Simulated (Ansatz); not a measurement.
Consider Ta in the bcc (W type) structure (space group Im-3m, No. 229; a = 3.3197 Å).

Levels (all Ansatz, a program for electronic structure, PAW, earlier PAW set): PBE (420 eV, no SOC); PBEsol (420 eV, no spin-orbit coupling).

Levels that relaxed their own cell: PBE and PBEsol.

```json
[
 {"level": "PBE", "lattice parameter a": "3.320 Å"},
 {"level": "PBEsol", "lattice parameter a": "3.282 Å"}
]
```

Measured: lattice parameter a 3.299 Å (static lattice; corrected from measurement; as listed in Daniel Mejia-Rodriguez, S. B. Trickey, Phys. Rev. B (2018)).

Computed minus measured — lattice parameter a: PBE +0.6 %, PBEsol -0.5 %.

No phonon test of stability was made. All final runs are without spin polarisation.
